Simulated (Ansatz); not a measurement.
## Antifluorite Mg₂Ge

Calculation: PBEsol+SOC (plane waves, PAW; Ansatz, an electronic-structure program).

Settings: plane-wave cutoff 520 eV, 10×10×10 k mesh, Fermi–Dirac smearing 0.01 eV, PAW data made under PBE.

Cell: measured lattice: a = b = c = 6.385 Å, α = β = γ = 90.00°.

```
Quantity                                                                                 Result
-------------------------------------------  --------------------------------------------------
band gap                                     0.03 eV (under three smearing widths, so not firm)
smallest direct gap on the k points sampled                                             0.92 eV
```

Measured, for comparison: band gap 0.74 eV (temperature not stated, not corrected to a static lattice, indirect, Γ–X; as tabulated in Ryu et al. (2019), arXiv:1905.06140). Computed (rounded) less measured: band gap -0.71 eV.

Note: cell and atoms aren't relaxed at this level (pressure -0.5 GPa).

Computed values are for the static lattice.

Computing time: very roughly 60 core-seconds.
